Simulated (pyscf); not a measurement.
ethane (H₃C–CH₃) + F–ZnH -> H₃C–CH₂–ZnH + hydrogen fluoride (HF), a four-centre exchange (singlet surface; C–H, F–Zn broken, C–Zn, F–H formed). PySCF, gas phase, ωB97X-D3(BJ)/def2-SVP geometries. Energies in kcal/mol from the separated reactants.

Small-basis levels: PySCF, no dispersion term, spherical d functions. AM1 to PM7: differences of heats of formation from MOPAC, which are fitted to 298 K values and so differ in kind from electronic energies by zero-point and thermal terms. GFN2-xTB: tblite. Cost: rough CPU time at the saddle relative to B3LYP/6-31G*+LANL2DZ, from one job on a shared machine.

```tsv
level	barrier	reaction energy	cost
MP2/6-31G*+LANL2DZ	41.4	+40.8	0.1
BP86/6-31G*+LANL2DZ	31.7	+41.3	1
PBE/6-31G*+LANL2DZ	29.9	+41.8	2
B3LYP/STO-3G	69.4	+66.6	3
GFN2-xTB	51.1	+56.5	under 0.02
PM6	63.8	+44.9	under 0.02
PM7	53.5	+34.6	under 0.02
ωB97M-D3(BJ)/def2-TZVP	37.0	+29.7	–
```

Against the last row the barrier runs from -7.2 (PBE/6-31G*+LANL2DZ) to +32.4 kcal/mol (B3LYP/STO-3G). At BP86/6-31G*+LANL2DZ, PBE/6-31G*+LANL2DZ, GFN2-xTB this geometry lies under one side, so the entry may be no barrier of that level: it is a single point on another level's saddle. ωB97M-D3(BJ)/def2-TZVP has limits of its own. This is the saddle that the search found; another between the same sides may lie lower. In the def2 sets elements up to Kr have no core potential.
